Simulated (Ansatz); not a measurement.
# Molecular dynamics of ClH₅OSi

Input:

```yaml
crystal:
  periodic: [false, false, false]
  atoms:
    - { symbol: Si, position_ang: [0.092782, -0.187099, -0.044969] }
    - { symbol: O, position_ang: [0.086768, -0.079667, 1.901267] }
    - { symbol: H, position_ang: [-0.795692, -0.002483, 2.32114] }
    - { symbol: H, position_ang: [1.344528, 0.351629, -0.658207] }
    - { symbol: H, position_ang: [-0.840539, 1.021057, -0.001114] }
    - { symbol: H, position_ang: [-0.735007, -1.173792, -0.814063] }
    - { symbol: Cl, position_ang: [1.348155, -2.151541, 0.816291] }
    - { symbol: H, position_ang: [0.533103, -1.008705, 2.054455] }
basis:
  gaussian: { orbitals: def2-SVP }
hamiltonian:
  xc: revpbe
md:
  timestep: 0.5
  n_steps: 200
  ensemble: nve
  temperature: 100.0
  initial_velocities: maxwell_boltzmann
  seed: 6190
```

Run as:

```bash
$ ansatz run input.yaml --threads 2 --pin off --max-ram 3072MiB --backend cpu --events-out ev --progress --plain --runs-dir out
```

It starts at the highest image of a converged band, a first-order saddle point between two minima.

Output, in part (one step line in 3, the closing report, with atoms numbered from 0):

```
md step     0: t =     0.00 fs  T =   100.0 K  F+E_penalty+E_count = -22516.12393394 eV  E_kin = 0.077556 eV  conserved = -22516.04637794 eV  (24 SCF iters)
md step     3: t =     1.50 fs  T =    87.4 K  F+E_penalty+E_count = -22516.11401127 eV  E_kin = 0.067761 eV  conserved = -22516.04625047 eV  (28 SCF iters)
md step     6: t =     3.00 fs  T =    68.8 K  F+E_penalty+E_count = -22516.09945006 eV  E_kin = 0.053331 eV  conserved = -22516.04611895 eV  (28 SCF iters)
md step     9: t =     4.50 fs  T =    65.5 K  F+E_penalty+E_count = -22516.09698901 eV  E_kin = 0.050821 eV  conserved = -22516.04616825 eV  (28 SCF iters)
md step    12: t =     6.00 fs  T =    71.8 K  F+E_penalty+E_count = -22516.10191707 eV  E_kin = 0.055674 eV  conserved = -22516.04624284 eV  (28 SCF iters)
md step    15: t =     7.50 fs  T =    74.1 K  F+E_penalty+E_count = -22516.10375007 eV  E_kin = 0.057451 eV  conserved = -22516.04629909 eV  (28 SCF iters)
md step    18: t =     9.00 fs  T =    62.8 K  F+E_penalty+E_count = -22516.09494572 eV  E_kin = 0.048672 eV  conserved = -22516.04627360 eV  (28 SCF iters)
md step    21: t =    10.50 fs  T =    43.1 K  F+E_penalty+E_count = -22516.07955134 eV  E_kin = 0.033415 eV  conserved = -22516.04613589 eV  (28 SCF iters)
md step    24: t =    12.00 fs  T =    35.9 K  F+E_penalty+E_count = -22516.07397172 eV  E_kin = 0.027846 eV  conserved = -22516.04612564 eV  (28 SCF iters)
md step    27: t =    13.50 fs  T =    43.3 K  F+E_penalty+E_count = -22516.07984870 eV  E_kin = 0.033615 eV  conserved = -22516.04623325 eV  (28 SCF iters)
md step    30: t =    15.00 fs  T =    49.6 K  F+E_penalty+E_count = -22516.08472052 eV  E_kin = 0.038471 eV  conserved = -22516.04624939 eV  (28 SCF iters)
md step    33: t =    16.50 fs  T =    49.6 K  F+E_penalty+E_count = -22516.08474471 eV  E_kin = 0.038478 eV  conserved = -22516.04626662 eV  (28 SCF iters)
md step    36: t =    18.00 fs  T =    41.2 K  F+E_penalty+E_count = -22516.07816568 eV  E_kin = 0.031917 eV  conserved = -22516.04624904 eV  (28 SCF iters)
md step    39: t =    19.50 fs  T =    29.4 K  F+E_penalty+E_count = -22516.06895557 eV  E_kin = 0.022832 eV  conserved = -22516.04612348 eV  (28 SCF iters)
md step    42: t =    21.00 fs  T =    32.8 K  F+E_penalty+E_count = -22516.07155874 eV  E_kin = 0.025410 eV  conserved = -22516.04614865 eV  (21 SCF iters)
md step    45: t =    22.50 fs  T =    46.8 K  F+E_penalty+E_count = -22516.08258913 eV  E_kin = 0.036291 eV  conserved = -22516.04629844 eV  (28 SCF iters)
md step    48: t =    24.00 fs  T =    49.2 K  F+E_penalty+E_count = -22516.08442441 eV  E_kin = 0.038143 eV  conserved = -22516.04628162 eV  (28 SCF iters)
md step    51: t =    25.50 fs  T =    40.9 K  F+E_penalty+E_count = -22516.07788862 eV  E_kin = 0.031696 eV  conserved = -22516.04619255 eV  (28 SCF iters)
md step    54: t =    27.00 fs  T =    35.8 K  F+E_penalty+E_count = -22516.07392543 eV  E_kin = 0.027759 eV  conserved = -22516.04616639 eV  (25 SCF iters)
md step    57: t =    28.50 fs  T =    40.0 K  F+E_penalty+E_count = -22516.07717318 eV  E_kin = 0.031017 eV  conserved = -22516.04615593 eV  (21 SCF iters)
md step    60: t =    30.00 fs  T =    54.0 K  F+E_penalty+E_count = -22516.08809738 eV  E_kin = 0.041868 eV  conserved = -22516.04622984 eV  (28 SCF iters)
md step    63: t =    31.50 fs  T =    65.5 K  F+E_penalty+E_count = -22516.09709278 eV  E_kin = 0.050791 eV  conserved = -22516.04630178 eV  (28 SCF iters)
md step    66: t =    33.00 fs  T =    64.5 K  F+E_penalty+E_count = -22516.09623472 eV  E_kin = 0.050027 eV  conserved = -22516.04620790 eV  (28 SCF iters)
md step    69: t =    34.50 fs  T =    64.6 K  F+E_penalty+E_count = -22516.09623995 eV  E_kin = 0.050077 eV  conserved = -22516.04616260 eV  (27 SCF iters)
md step    72: t =    36.00 fs  T =    73.0 K  F+E_penalty+E_count = -22516.10286231 eV  E_kin = 0.056631 eV  conserved = -22516.04623178 eV  (28 SCF iters)
md step    75: t =    37.50 fs  T =    81.0 K  F+E_penalty+E_count = -22516.10903622 eV  E_kin = 0.062822 eV  conserved = -22516.04621411 eV  (28 SCF iters)
md step    78: t =    39.00 fs  T =    89.6 K  F+E_penalty+E_count = -22516.11567922 eV  E_kin = 0.069464 eV  conserved = -22516.04621529 eV  (28 SCF iters)
md step    81: t =    40.50 fs  T =    97.3 K  F+E_penalty+E_count = -22516.12175293 eV  E_kin = 0.075471 eV  conserved = -22516.04628219 eV  (28 SCF iters)
md step    84: t =    42.00 fs  T =    96.1 K  F+E_penalty+E_count = -22516.12076860 eV  E_kin = 0.074566 eV  conserved = -22516.04620288 eV  (28 SCF iters)
md step    87: t =    43.50 fs  T =    97.3 K  F+E_penalty+E_count = -22516.12160796 eV  E_kin = 0.075461 eV  conserved = -22516.04614745 eV  (28 SCF iters)
md step    90: t =    45.00 fs  T =   108.9 K  F+E_penalty+E_count = -22516.13066128 eV  E_kin = 0.084431 eV  conserved = -22516.04623051 eV  (28 SCF iters)
md step    93: t =    46.50 fs  T =   119.2 K  F+E_penalty+E_count = -22516.13866294 eV  E_kin = 0.092413 eV  conserved = -22516.04625010 eV  (28 SCF iters)
md step    96: t =    48.00 fs  T =   124.2 K  F+E_penalty+E_count = -22516.14251958 eV  E_kin = 0.096311 eV  conserved = -22516.04620815 eV  (28 SCF iters)
md step    99: t =    49.50 fs  T =   129.8 K  F+E_penalty+E_count = -22516.14689962 eV  E_kin = 0.100682 eV  conserved = -22516.04621738 eV  (28 SCF iters)
md step   102: t =    51.00 fs  T =   136.3 K  F+E_penalty+E_count = -22516.15195897 eV  E_kin = 0.105742 eV  conserved = -22516.04621712 eV  (28 SCF iters)
md step   105: t =    52.50 fs  T =   143.9 K  F+E_penalty+E_count = -22516.15782433 eV  E_kin = 0.111608 eV  conserved = -22516.04621649 eV  (28 SCF iters)
md step   108: t =    54.00 fs  T =   152.5 K  F+E_penalty+E_count = -22516.16451909 eV  E_kin = 0.118297 eV  conserved = -22516.04622235 eV  (27 SCF iters)
md step   111: t =    55.50 fs  T =   161.8 K  F+E_penalty+E_count = -22516.17168396 eV  E_kin = 0.125489 eV  conserved = -22516.04619520 eV  (28 SCF iters)
md step   114: t =    57.00 fs  T =   175.0 K  F+E_penalty+E_count = -22516.18190463 eV  E_kin = 0.135693 eV  conserved = -22516.04621163 eV  (28 SCF iters)
md step   117: t =    58.50 fs  T =   189.6 K  F+E_penalty+E_count = -22516.19324806 eV  E_kin = 0.147018 eV  conserved = -22516.04623023 eV  (28 SCF iters)
md step   120: t =    60.00 fs  T =   204.2 K  F+E_penalty+E_count = -22516.20457441 eV  E_kin = 0.158405 eV  conserved = -22516.04616909 eV  (28 SCF iters)
md step   123: t =    61.50 fs  T =   226.7 K  F+E_penalty+E_count = -22516.22200823 eV  E_kin = 0.175801 eV  conserved = -22516.04620730 eV  (28 SCF iters)
md step   126: t =    63.00 fs  T =   252.2 K  F+E_penalty+E_count = -22516.24179153 eV  E_kin = 0.195565 eV  conserved = -22516.04622630 eV  (28 SCF iters)
md step   129: t =    64.50 fs  T =   278.6 K  F+E_penalty+E_count = -22516.26222076 eV  E_kin = 0.216078 eV  conserved = -22516.04614295 eV  (28 SCF iters)
md step   132: t =    66.00 fs  T =   316.8 K  F+E_penalty+E_count = -22516.29188590 eV  E_kin = 0.245696 eV  conserved = -22516.04619026 eV  (28 SCF iters)
md step   135: t =    67.50 fs  T =   359.4 K  F+E_penalty+E_count = -22516.32500576 eV  E_kin = 0.278730 eV  conserved = -22516.04627606 eV  (28 SCF iters)
md step   138: t =    69.00 fs  T =   395.9 K  F+E_penalty+E_count = -22516.35316140 eV  E_kin = 0.307014 eV  conserved = -22516.04614708 eV  (27 SCF iters)
md step   141: t =    70.50 fs  T =   443.0 K  F+E_penalty+E_count = -22516.38976132 eV  E_kin = 0.343600 eV  conserved = -22516.04616118 eV  (27 SCF iters)
md step   144: t =    72.00 fs  T =   499.8 K  F+E_penalty+E_count = -22516.43391292 eV  E_kin = 0.387643 eV  conserved = -22516.04626991 eV  (27 SCF iters)
md step   147: t =    73.50 fs  T =   552.5 K  F+E_penalty+E_count = -22516.47466110 eV  E_kin = 0.428468 eV  conserved = -22516.04619311 eV  (27 SCF iters)
md step   150: t =    75.00 fs  T =   610.8 K  F+E_penalty+E_count = -22516.51994749 eV  E_kin = 0.473738 eV  conserved = -22516.04620973 eV  (27 SCF iters)
md step   153: t =    76.50 fs  T =   673.4 K  F+E_penalty+E_count = -22516.56855359 eV  E_kin = 0.522251 eV  conserved = -22516.04630216 eV  (27 SCF iters)
md step   156: t =    78.00 fs  T =   730.2 K  F+E_penalty+E_count = -22516.61248329 eV  E_kin = 0.566305 eV  conserved = -22516.04617859 eV  (27 SCF iters)
md step   159: t =    79.50 fs  T =   797.4 K  F+E_penalty+E_count = -22516.66461540 eV  E_kin = 0.618416 eV  conserved = -22516.04619908 eV  (27 SCF iters)
md step   162: t =    81.00 fs  T =   871.4 K  F+E_penalty+E_count = -22516.72216010 eV  E_kin = 0.675812 eV  conserved = -22516.04634807 eV  (27 SCF iters)
md step   165: t =    82.50 fs  T =   930.8 K  F+E_penalty+E_count = -22516.76815716 eV  E_kin = 0.721863 eV  conserved = -22516.04629373 eV  (26 SCF iters)
md step   168: t =    84.00 fs  T =   979.1 K  F+E_penalty+E_count = -22516.80568411 eV  E_kin = 0.759356 eV  conserved = -22516.04632806 eV  (27 SCF iters)
md step   171: t =    85.50 fs  T =  1010.7 K  F+E_penalty+E_count = -22516.83029548 eV  E_kin = 0.783881 eV  conserved = -22516.04641434 eV  (27 SCF iters)
md step   174: t =    87.00 fs  T =  1015.8 K  F+E_penalty+E_count = -22516.83413403 eV  E_kin = 0.787835 eV  conserved = -22516.04629939 eV  (27 SCF iters)
md step   177: t =    88.50 fs  T =  1010.2 K  F+E_penalty+E_count = -22516.82982180 eV  E_kin = 0.783472 eV  conserved = -22516.04634964 eV  (28 SCF iters)
md step   180: t =    90.00 fs  T =   989.8 K  F+E_penalty+E_count = -22516.81406839 eV  E_kin = 0.767641 eV  conserved = -22516.04642742 eV  (28 SCF iters)
md step   183: t =    91.50 fs  T =   947.7 K  F+E_penalty+E_count = -22516.78125867 eV  E_kin = 0.734993 eV  conserved = -22516.04626556 eV  (28 SCF iters)
md step   186: t =    93.00 fs  T =   906.6 K  F+E_penalty+E_count = -22516.74938223 eV  E_kin = 0.703103 eV  conserved = -22516.04627956 eV  (27 SCF iters)
md step   189: t =    94.50 fs  T =   866.8 K  F+E_penalty+E_count = -22516.71855556 eV  E_kin = 0.672232 eV  conserved = -22516.04632309 eV  (27 SCF iters)
md step   192: t =    96.00 fs  T =   824.0 K  F+E_penalty+E_count = -22516.68524189 eV  E_kin = 0.639081 eV  conserved = -22516.04616106 eV  (26 SCF iters)
md step   195: t =    97.50 fs  T =   798.2 K  F+E_penalty+E_count = -22516.66529113 eV  E_kin = 0.619081 eV  conserved = -22516.04621020 eV  (28 SCF iters)
md step   198: t =    99.00 fs  T =   783.6 K  F+E_penalty+E_count = -22516.65397056 eV  E_kin = 0.607733 eV  conserved = -22516.04623771 eV  (27 SCF iters)
md step   200: t =   100.00 fs  T =   777.0 K  F+E_penalty+E_count = -22516.64874962 eV  E_kin = 0.602637 eV  conserved = -22516.04611283 eV  (26 SCF iters)
Total energy: -22516.64878879 eV, -827.4715806555 hartree
Atom 0 at     0.262950    -0.498269    -0.242456 Å, force    -0.712036     1.231163    -0.816932 eV/Å
Atom 1 at     0.110585     0.223053     2.481851 Å, force     0.427034    -0.072943     0.585056 eV/Å
Atom 2 at    -0.680287    -0.240166     2.798150 Å, force    -0.306074    -0.145345     0.138402 eV/Å
Atom 3 at     0.555742     0.871114     0.240290 Å, force     0.194363     0.172157    -0.041058 eV/Å
Atom 4 at    -1.124069    -0.927522     0.009034 Å, force    -0.718843     0.301288    -0.271013 eV/Å
Atom 5 at     0.616199    -0.484337    -1.704982 Å, force    -0.064288    -0.264273    -0.088448 eV/Å
Atom 6 at     1.182901    -2.033036     0.673746 Å, force     1.486001    -1.481617     0.732841 eV/Å
Atom 7 at     0.831326    -0.333965     2.860196 Å, force    -0.306156     0.259572    -0.238849 eV/Å
Dipole moment:    -0.130414    -0.051359     0.300968 e Å
```

The run went to its last step. The conserved energy stayed within 0.035 meV per atom of its start (net change 0.033 meV per atom), so the integration is sound. The kinetic energy rose, since the run started high on the potential surface and went downhill. It ends in pieces (ClH3Si + H2O), so much of that is their flight and rotation, not heat. A run of 0.1 ps of so small a system gives no equilibrium averages. The orbitals stay closed-shell, which can raise the energy where a bond breaks towards radicals; this wasn't checked here.

Between its relaxed ends the band would form Si1–Cl7, O2–H8 and break Si1–O2, Cl7–H8. These pairs go: Si1–Cl7 2.49 → 2.01 Å, O2–H8 1.04 → 0.99 Å, Si1–O2 1.95 → 2.82 Å, Cl7–H8 1.87 → 2.79 Å. In the last frame they stand as after the step (other bonds may differ from the relaxed reactants and products). It ends as ClH3Si + H2O. Pairs count as bonded within 1.25 times the sum of covalent radii (0.12 Å more for H–H).

Last frame:

```xyz
8
Properties=species:S:1:pos:R:3
Si 0.263 -0.498 -0.242
O 0.111 0.223 2.482
H -0.680 -0.240 2.798
H 0.556 0.871 0.240
H -1.124 -0.927 0.009
H 0.616 -0.484 -1.705
Cl 1.183 -2.033 0.674
H 0.831 -0.334 2.860
```

Run time: 3.2 min on 2 threads of Arm Neoverse V1, with other jobs on the host, peak memory 0.15 GiB.
